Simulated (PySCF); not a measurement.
**C4H7FO (SMILES OCC/C=C\F) at 6 levels**

We compute a comparison of 6 runs (HF/STO-3G, HF/3-21G, HF/def2-SVP, PBE0/6-31G, B3LYP/6-31G*, MP2/def2-SVPD) of C4H7FO. Input form: a Python script.

Program for the calculation: PySCF 2.14.0.

## 1. The structure to begin with

C4H7FO has 13 atoms, charge 0, and is taken as a singlet. As SMILES, `OCC/C=C\F`. Geometry: relaxed at GFN2-xTB. This is one conformer, not always the lowest.

Bond lengths: O1–C2 1.411 Å, C2–C3 1.531 Å, C3–C4 1.495 Å, C4–C5 1.319 Å, C5–F6 1.349 Å, O1–H7 0.962 Å, C2–H8 1.100 Å, C2–H9 1.100 Å, C3–H10 1.092 Å, C3–H11 1.090 Å, C4–H12 1.078 Å, C5–H13 1.080 Å. Some angles: O1–C2–C3 108.7°, C2–C3–C4 111.0°, C3–C4–C5 124.9°, C4–C5–F6 122.5°, O1–C2–H8 110.4°, O1–C2–H9 110.6°, C3–C2–H8 109.1°, C3–C2–H9 109.6°, C2–O1–H7 109.3°, C2–C3–H10 107.9°.

## 2. Energy and forces at HF/STO-3G (run 1)

Input file calc.py:

```python
# OCC/C=C\F
from pyscf import gto

mol = gto.M(
    atom='''
O      0.273190    -1.977100    -0.799170
C      0.587550    -1.230180     0.356320
C      0.731120     0.242820    -0.035060
C     -0.577510     0.806150    -0.487040
C     -1.196470     1.824550     0.077640
F     -0.683750     2.488380     1.133690
H      0.164150    -2.902230    -0.559070
H      1.533850    -1.580430     0.793960
H     -0.204020    -1.335180     1.112280
H      1.448820     0.302830    -0.856290
H      1.113100     0.804710     0.817290
H     -1.045760     0.314990    -1.325030
H     -2.144270     2.240690    -0.229520
''',
    basis='sto-3g',
    max_memory=1860,
    verbose=4,
    spin=0,
)

myscf = mol.RHF()
myscf.conv_tol = 1e-10
myscf.kernel()
if not myscf.converged:
    myscf = myscf.newton().run(myscf.mo_coeff, myscf.mo_occ)

energy = myscf.e_tot
print('E(%s) = %.9f' % ('HF', energy))
grad = myscf.nuc_grad_method().kernel()
myscf.analyze()
```

Started as:

```
OMP_NUM_THREADS=1 python calc.py
```

Standard output:

```text
PySCF version 2.14.0

[... 83 lines left out ...]
One-electron Energy =                 -912.023767313750113
[... 5 lines left out ...]
MO #1   energy= -25.9476481271706  occ= 2
[... 3 lines left out ...]
MO #5   energy= -11.0553251830905  occ= 2
[... 3 lines left out ...]
MO #9   energy= -1.02992874957318  occ= 2
[... 3 lines left out ...]
MO #13  energy= -0.657165392699455 occ= 2
[... 3 lines left out ...]
MO #17  energy= -0.535647572538716 occ= 2
[... 3 lines left out ...]
MO #21  energy= -0.430900502278439 occ= 2
[... 3 lines left out ...]
MO #25  energy= 0.322150052919287  occ= 0
[... 3 lines left out ...]
MO #29  energy= 0.647966289236574  occ= 0
[... 3 lines left out ...]
MO #33  energy= 0.742250313692638  occ= 0
[... 3 lines left out ...]
MO #37  energy= 1.04185835752646   occ= 0
[... 14 lines left out ...]
pop of  2 C 2px           1.00591
pop of  2 C 2py           0.99197
pop of  2 C 2pz           1.03542
pop of  3 C 1s            1.99983
pop of  3 C 2s            1.02290
pop of  3 C 2px           1.00245
pop of  3 C 2py           1.02045
pop of  3 C 2pz           1.02510
pop of  4 C 1s            1.99987
pop of  4 C 2s            1.03882
pop of  4 C 2px           0.99711
pop of  4 C 2py           0.99968
pop of  4 C 2pz           0.90374
pop of  5 F 1s            1.99996
pop of  5 F 2s            1.87742
pop of  5 F 2px           1.87169
pop of  5 F 2py           1.79318
pop of  5 F 2pz           1.55405
pop of  6 H 1s            0.86687
pop of  7 H 1s            0.98278
pop of  8 H 1s            0.98236
pop of  9 H 1s            0.95795
pop of  10 H 1s           0.95941
pop of  11 H 1s           0.95397
pop of  12 H 1s           0.96511
 ** Mulliken atomic charges  **
charge of    0O =     -0.22814
charge of    1C =      0.05130
charge of    2C =     -0.04846
charge of    3C =     -0.07072
charge of    4C =      0.06078
charge of    5F =     -0.09631
charge of    6H =      0.13313
charge of    7H =      0.01722
charge of    8H =      0.01764
charge of    9H =      0.04205
charge of   10H =      0.04059
charge of   11H =      0.04603
charge of   12H =      0.03489
Dipole moment(X, Y, Z, Debye): -0.14716, -1.14886,  0.50450
```

Wall time 2.8 s (1 thread of Intel Xeon at 2.70GHz, shared host); peak memory 0.12 GiB.

## 3. Energy and forces at HF/3-21G (run 2)

Input file job.py:

```python
import pyscf.grad
from pyscf import gto

mol = gto.Mole()
mol.atom = '''
O      0.273190    -1.977100    -0.799170
C      0.587550    -1.230180     0.356320
C      0.731120     0.242820    -0.035060
C     -0.577510     0.806150    -0.487040
C     -1.196470     1.824550     0.077640
F     -0.683750     2.488380     1.133690
H      0.164150    -2.902230    -0.559070
H      1.533850    -1.580430     0.793960
H     -0.204020    -1.335180     1.112280
H      1.448820     0.302830    -0.856290
H      1.113100     0.804710     0.817290
H     -1.045760     0.314990    -1.325030
H     -2.144270     2.240690    -0.229520
'''
mol.spin = 0
mol.verbose = 3
mol.basis = '3-21g'
mol.max_memory = 1860
mol.build()

mf = mol.RHF()
mf.conv_tol = 1e-10
mf.kernel()
if not mf.converged:
    mf = mf.newton().run(mf.mo_coeff, mf.mo_occ)

e_final = mf.e_tot
print('Final energy', e_final)
grad = mf.Gradients().kernel()
mf.analyze()
```

Started as:

```
OMP_NUM_THREADS=1 python job.py
```

Standard output:

```text
converged SCF energy = -327.99351498959
Final energy -327.99351498959015
--------------- RHF gradients ---------------
         x                y                z
0 O     0.0052264632     0.0052847815     0.0171889200
1 C    -0.0083927466    -0.0058058067    -0.0277232088
2 C    -0.0058328121    -0.0021825428    -0.0023999767
3 C     0.0168092689    -0.0101794938     0.0009613518
4 C     0.0052843878     0.0163158205     0.0224505625
5 F    -0.0091964406    -0.0081033358    -0.0155147623
6 H     0.0018464293     0.0047446112     0.0037674030
7 H     0.0076589391    -0.0039409872     0.0014811586
8 H    -0.0083495457    -0.0029124698     0.0042617126
9 H     0.0020867328     0.0011199378    -0.0055578707
10 H     0.0018052191     0.0022001867     0.0051733871
11 H    -0.0012403039    -0.0030228462    -0.0042250476
12 H    -0.0077055912     0.0064821446     0.0001363705
----------------------------------------------
**** MO energy ****
MO #1   energy= -26.1566285096289  occ= 2
MO #2   energy= -20.4442940228537  occ= 2
MO #3   energy= -11.2561433281714  occ= 2
MO #4   energy= -11.2249506250074  occ= 2
MO #5   energy= -11.1750599970721  occ= 2
MO #6   energy= -11.1729335944364  occ= 2
MO #7   energy= -1.59543729647421  occ= 2
MO #8   energy= -1.35949657947741  occ= 2
MO #9   energy= -1.08786053228434  occ= 2
MO #10  energy= -0.991297551731168 occ= 2
MO #11  energy= -0.856457014658919 occ= 2
MO #12  energy= -0.776138345126109 occ= 2
MO #13  energy= -0.72710824972956  occ= 2
MO #14  energy= -0.691529393306054 occ= 2
MO #15  energy= -0.666085234449474 occ= 2
MO #16  energy= -0.657234886626843 occ= 2
MO #17  energy= -0.624936250765137 occ= 2
MO #18  energy= -0.574972624054304 occ= 2
MO #19  energy= -0.565439022299155 occ= 2
MO #20  energy= -0.520620212078549 occ= 2
MO #21  energy= -0.511818915049485 occ= 2
MO #22  energy= -0.481233888678571 occ= 2
MO #23  energy= -0.432206763922982 occ= 2
MO #24  energy= -0.359529047859549 occ= 2
MO #25  energy= 0.190654161613292  occ= 0
MO #26  energy= 0.261814169511921  occ= 0
MO #27  energy= 0.291944590339559  occ= 0
MO #28  energy= 0.309237965268732  occ= 0
MO #29  energy= 0.330243699088306  occ= 0
MO #30  energy= 0.346626663018054  occ= 0
MO #31  energy= 0.355548421110542  occ= 0
MO #32  energy= 0.36859644171982   occ= 0
MO #33  energy= 0.395893474061237  occ= 0
MO #34  energy= 0.430647470349076  occ= 0
MO #35  energy= 0.45428395722241   occ= 0
MO #36  energy= 0.541999617220911  occ= 0
MO #37  energy= 0.6419257364151    occ= 0
MO #38  energy= 0.905995581750824  occ= 0
MO #39  energy= 0.943291238493229  occ= 0
MO #40  energy= 0.959650145612986  occ= 0
MO #41  energy= 0.98885621850971   occ= 0
MO #42  energy= 1.01463211895524   occ= 0
MO #43  energy= 1.02848800446682   occ= 0
MO #44  energy= 1.04316234616454   occ= 0
MO #45  energy= 1.07549719745641   occ= 0
MO #46  energy= 1.09371989182296   occ= 0
MO #47  energy= 1.18420947628991   occ= 0
MO #48  energy= 1.22946575901857   occ= 0
MO #49  energy= 1.26948469038681   occ= 0
MO #50  energy= 1.31726885789473   occ= 0
MO #51  energy= 1.3301505459322    occ= 0
MO #52  energy= 1.35409037545389   occ= 0
MO #53  energy= 1.37640257408495   occ= 0
MO #54  energy= 1.41210617722059   occ= 0
MO #55  energy= 1.51727803530394   occ= 0
MO #56  energy= 1.57232946071528   occ= 0
MO #57  energy= 1.66557946215331   occ= 0
MO #58  energy= 1.89361104124265   occ= 0
MO #59  energy= 1.96146472380939   occ= 0
MO #60  energy= 1.99159024890097   occ= 0
MO #61  energy= 2.09448979735847   occ= 0
MO #62  energy= 2.22257993160521   occ= 0
MO #63  energy= 2.30403738498681   occ= 0
MO #64  energy= 2.44442339440316   occ= 0
MO #65  energy= 2.4708808192075    occ= 0
MO #66  energy= 2.51465185781771   occ= 0
MO #67  energy= 3.41613287472154   occ= 0
MO #68  energy= 4.11954561698155   occ= 0
 ** Mulliken atomic charges  **
charge of    0O =     -0.51783
charge of    1C =      0.07484
charge of    2C =     -0.15746
charge of    3C =     -0.14432
charge of    4C =      0.16783
charge of    5F =     -0.29256
charge of    6H =      0.29286
charge of    7H =      0.06888
charge of    8H =      0.07169
charge of    9H =      0.10532
charge of   10H =      0.10003
charge of   11H =      0.12151
charge of   12H =      0.10921
Dipole moment(X, Y, Z, Debye): -0.32788, -1.92179,  0.32414
```

Run time: 4.2 s. Hardware: 1 thread of Intel Xeon at 2.70GHz, shared host; peak memory 0.14 GiB.

Runs 3 to 4 aren't shown in full; the table further down has their settings and results.

## 4. Energy and gradient at B3LYP/6-31G(d) (spherical functions) (run 5)

Input file input.py:

```python
# OCC/C=C\F
from pyscf import gto, dft

molecule = gto.M(
    atom='''
O        0.273190      -1.977100      -0.799170
C        0.587550      -1.230180       0.356320
C        0.731120       0.242820      -0.035060
C       -0.577510       0.806150      -0.487040
C       -1.196470       1.824550       0.077640
F       -0.683750       2.488380       1.133690
H        0.164150      -2.902230      -0.559070
H        1.533850      -1.580430       0.793960
H       -0.204020      -1.335180       1.112280
H        1.448820       0.302830      -0.856290
H        1.113100       0.804710       0.817290
H       -1.045760       0.314990      -1.325030
H       -2.144270       2.240690      -0.229520
''',
    basis='6-31g*',
    verbose=3,
    max_memory=1860,
    charge=0,
)

mf = dft.RKS(molecule)
mf.xc = 'b3lyp'
mf.conv_tol = 1e-10
mf.grids.level = 5
mf.kernel()
if not mf.converged:
    mf = mf.newton().run(mf.mo_coeff, mf.mo_occ)

e_tot = mf.e_tot
print(f'total energy: {e_tot:.8f} hartree')
grad = mf.nuc_grad_method().kernel()
dip = mf.dip_moment()
pop, q = mf.mulliken_pop()
```

Started as:

```
OMP_NUM_THREADS=1 python input.py
```

Standard output:

```text
converged SCF energy = -331.650522374791
total energy: -331.65052237 hartree
[... 8 lines left out ...]
Dipole moment(X, Y, Z, Debye): -0.21088, -1.58181,  0.31373
[... 73 lines left out ...]
pop of  5 F 3s            1.02874
pop of  5 F 2px           1.15833
pop of  5 F 2py           1.12502
pop of  5 F 2pz           1.02883
pop of  5 F 3px           0.69626
pop of  5 F 3py           0.68871
pop of  5 F 3pz           0.62771
pop of  5 F 3dxy          0.00198
pop of  5 F 3dyz          0.00477
pop of  5 F 3dz^2         0.00475
pop of  5 F 3dxz          0.00364
pop of  5 F 3dx2-y2       0.00172
pop of  6 H 1s            0.48288
pop of  6 H 2s            0.11531
pop of  7 H 1s            0.53959
pop of  7 H 2s            0.34258
pop of  8 H 1s            0.53792
pop of  8 H 2s            0.33831
pop of  9 H 1s            0.52790
pop of  9 H 2s            0.31126
pop of  10 H 1s           0.52938
pop of  10 H 2s           0.31587
pop of  11 H 1s           0.52846
pop of  11 H 2s           0.31465
pop of  12 H 1s           0.53716
pop of  12 H 2s           0.33001
 ** Mulliken atomic charges  **
charge of    0O =     -0.63248
charge of    1C =     -0.01428
charge of    2C =     -0.31562
charge of    3C =     -0.14562
charge of    4C =      0.16106
charge of    5F =     -0.30178
charge of    6H =      0.40182
charge of    7H =      0.11784
charge of    8H =      0.12377
charge of    9H =      0.16084
charge of   10H =      0.15475
charge of   11H =      0.15689
charge of   12H =      0.13283
```

Run time: 65 s. Hardware: 1 thread of Intel Xeon at 2.70GHz, shared host; peak memory 1 GiB.

## 5. Energy and forces at MP2/def2-SVPD (run 6)

Input file input.py:

```python
import pyscf.grad
from pyscf import gto, scf, mp

mol = gto.Mole()
mol.atom = '''
O      0.273190    -1.977100    -0.799170
C      0.587550    -1.230180     0.356320
C      0.731120     0.242820    -0.035060
C     -0.577510     0.806150    -0.487040
C     -1.196470     1.824550     0.077640
F     -0.683750     2.488380     1.133690
H      0.164150    -2.902230    -0.559070
H      1.533850    -1.580430     0.793960
H     -0.204020    -1.335180     1.112280
H      1.448820     0.302830    -0.856290
H      1.113100     0.804710     0.817290
H     -1.045760     0.314990    -1.325030
H     -2.144270     2.240690    -0.229520
'''
mol.basis = 'def2-svpd'
mol.max_memory = 1860
mol.verbose = 4
mol.charge = 0
mol.build()

myscf = scf.RHF(mol)
myscf.conv_tol = 1e-10
myscf.kernel()
if not myscf.converged:
    myscf = myscf.newton().run(myscf.mo_coeff, myscf.mo_occ)

pt = mp.MP2(myscf, frozen=6).run()
etot = pt.e_tot
print('E = %.10f Eh' % etot)
grad = pt.Gradients().kernel()
dip = myscf.dip_moment()
pop, q = myscf.mulliken_pop()
```

Started as:

```
OMP_NUM_THREADS=1 python input.py
```

Standard output:

```text
PySCF version 2.14.0

[... 71 lines left out ...]
converged SCF energy = -329.579966191004
[... 17 lines left out ...]
Dipole moment(X, Y, Z, Debye): -0.15335, -1.80465,  0.24434
[... 157 lines left out ...]
pop of  9 H 3py           0.01067
pop of  9 H 3pz           0.02852
pop of  10 H 1s           0.76867
pop of  10 H 2s           0.02989
pop of  10 H 2px          0.00491
pop of  10 H 2py          0.00698
pop of  10 H 2pz          0.01239
pop of  10 H 3px          0.01858
pop of  10 H 3py         -0.01039
pop of  10 H 3pz          0.02195
pop of  11 H 1s           0.76265
pop of  11 H 2s           0.25689
pop of  11 H 2px          0.00585
pop of  11 H 2py          0.00721
pop of  11 H 2pz          0.01346
pop of  11 H 3px          0.03154
pop of  11 H 3py          0.01830
pop of  11 H 3pz          0.02868
pop of  12 H 1s           0.77233
pop of  12 H 2s           0.13624
pop of  12 H 2px          0.01668
pop of  12 H 2py          0.00540
pop of  12 H 2pz          0.00452
pop of  12 H 3px         -0.00175
pop of  12 H 3py         -0.01462
pop of  12 H 3pz         -0.01476
 ** Mulliken atomic charges  **
charge of    0O =     -0.62225
charge of    1C =      0.58052
charge of    2C =     -0.17249
charge of    3C =     -0.17292
charge of    4C =      0.74066
charge of    5F =     -0.71607
charge of    6H =      0.18823
charge of    7H =     -0.00838
charge of    8H =     -0.00437
charge of    9H =      0.06864
charge of   10H =      0.14703
charge of   11H =     -0.12457
charge of   12H =      0.09598
```

Wall time 3.7 min (1 thread of Intel Xeon at 2.70GHz, shared host); peak memory 2.1 GiB.

## 6. The series

```
run                               level  integration grid  frozen core orbitals  energy (Eh)  dipole moment (D) of the reference  HOMO energy (eV)  LUMO energy (eV)  wall time
  1                           HF/STO-3G                 –                     –  -325.520982                                1.26             -7.85              8.77      2.8 s
  2                            HF/3-21G                 –                     –  -327.993515                                1.98             -9.78              5.19      4.2 s
  3                         HF/def2-SVP                 –                     –  -329.558756                                1.87             -9.92              4.50       23 s
  4                          PBE0/6-31G                 5                     –  -331.205122                                1.99             -7.00              0.99       44 s
  5  B3LYP/6-31G* (spherical functions)                 5                     –  -331.650522                                1.63             -6.57              0.92       65 s
  6                       MP2/def2-SVPD                 –                     6  -330.537976                                1.83            -10.01              2.48    3.7 min
```

## 7. Outcome

| quantity | value |
| --- | --- |
| run 6: total energy | -330.53798 Eh |
| run 6: dipole moment (Hartree–Fock density) | 1.83 D |
| run 6: HOMO energy (Hartree–Fock orbitals) | -10.01 eV |
| run 6: LUMO energy (Hartree–Fock orbitals) | 2.48 eV |
| run 6: HOMO–LUMO gap (Hartree–Fock orbitals) | 12.49 eV |
| run 6: correlation energy (6 core orbitals frozen) | -958.0 mEh |
| run 6: largest force on an atom | 1.049 eV/Å |

In words: Over runs 1, 2, 3, 4, 5 the dipole moment (its size) runs from 1.26 D (HF/STO-3G) to 1.99 D (PBE0/6-31G). The two ends differ in method and basis. Over runs 1, 2, 3, 4, 5 the HOMO–LUMO gap runs from 7.49 eV (B3LYP/6-31G*) to 16.61 eV (HF/STO-3G). Totals of different functionals can't be ranked against each other. In run 1 the basis is minimal, so the values are rough. All runs together took 6 min, the longest 3.7 min.
